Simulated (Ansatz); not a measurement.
Rock-salt MgS was calculated with r²SCAN-D4 (Ansatz, a program for electronic structure, plane waves, PAW).

Run with plane-wave cutoff 500 eV, 10×10×10 k mesh, gaussian smearing 0.02 eV, scalar-relativistic PAW data made under PBE.

Cell (relaxed at this level):

Space group Fm-3m (No. 225); a = b = c = 5.184 Å, α = β = γ = 90.00°

```tsv
atom	site	symmetry	x	y	z
Mg	4a	m-3m	0.0000	0.0000	0.0000
S	4b	m-3m	0.5000	0.5000	0.5000
```
(The calculation used a cell of 2 atoms; values per cell refer to that cell.)

Task: Predict the band gap.

Result: 
band gap: 3.49 eV (on the SCF k mesh)

Computed values are for the static lattice.
